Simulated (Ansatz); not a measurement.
**Elastic constant C11 of some solids**

Method: revPBE in Ansatz (plane waves, PAW). References are measured values at low temperature.

Values in GPa.

| solid | reference | revPBE | error (%) |
|---|---|---|---|
| diamond | 1081 | 1033 | -4.4 |
| bcc Ta | 266¶ | 254 | -4.5 |
| hcp Zn | 177¶ | 159 | -10.2 |
| diamond-structure Si | 168 | 150 | -10.7 |
| bcc Mo | 478¶ | 446 | -6.7 |
| hcp Ti | 176 | 171 | -2.8 |
| hcp Zr | 155 | 141 | -9.0 |
| fcc Al | 114 | 102 | -10.5 |
| hcp Mg | 63.5¶ | 61.6 | -3.0 |
| fcc Cu | 176¶ | 163 | -7.4 |
| bcc W | 533¶ | 503 | -5.6 |

Over these 11 solids the mean error is -6.8 %, the mean absolute error 6.8 % (median 6.7 %), and the worst case diamond-structure Si at -10.7 %; the value is too low in 11 of 11 cases.

All these references are low-temperature values that still hold zero-point motion.

Spin–orbit coupling is left out, also for the solids with elements from indium on (bcc Ta, bcc W); its size isn't shown.

¶ marks references of a special kind: bcc Ta, 266 GPa (measured, 0 K, extrapolated to 0 K; zero-point effects included; as tabulated in Wang et al. (2022), arXiv:2209.12322); hcp Zn, 177 GPa (measured, 0 K, extrapolated to 0 K; zero-point effects included; as tabulated in Galib et al. (2023), arXiv:2209.08184); bcc Mo, 478 GPa (measured, 0 K, 300 K values taken to 0 K by the source's computed thermal shift; zero-point effects included; as tabulated in Gong and Corso (2024), arXiv:2406.16634); hcp Mg, 63.5 GPa (measured, 0 K, extrapolated to 0 K; zero-point effects included; as tabulated in Ibrahim et al. (2023), arXiv:2305.03577); fcc Cu, 176 GPa (measured, 0 K, extrapolated to 0 K; zero-point effects included; as tabulated in Malica and Corso (2021), arXiv:2109.00459); bcc W, 533 GPa (measured, 0 K, extrapolated to 0 K; zero-point effects included; as tabulated in Wang et al. (2022), arXiv:2209.12322).

Differences are worked out from the printed values.

Each level is taken at its own relaxed cell. Caveats: shear constants of such metals converge slowly with the k mesh (bcc Ta, bcc Mo, bcc W). Ansatz's density-functional and Hartree–Fock values are scalar-relativistic unless marked +SOC, with PAW data made under PBE.

Ansatz's runs of these crystals have no spin polarisation.

Not in this set, of the solids of all kinds but layered and molecular ones with a reference value in our tables and a result at some level: 79 for a reference at room or unstated temperature; 19 for no value at revPBE (not run, a failed fit, an unstable or unbound cell, or a value held back for tests); 6 for one secondary page as the only source; 3 for a doubt noted on the run at revPBE; 2 for sources at odds; 2 for a high-temperature or high-pressure phase. These can be a level's best or worst cases. At least 14 more with a reference value are held back for tests. Solids without a released value at any level aren't counted. L1₀ solids are left out, as their cells have other axes than the references. The metals Ce to Yb are counted apart.

References as tabulated in Tanner et al. (2021), arXiv:2110.11888; Wang et al. (2022), arXiv:2209.12322; Galib et al. (2023), arXiv:2209.08184; Gong and Corso (2024), arXiv:2406.16634 and others.

Ansatz is a first-principles code.
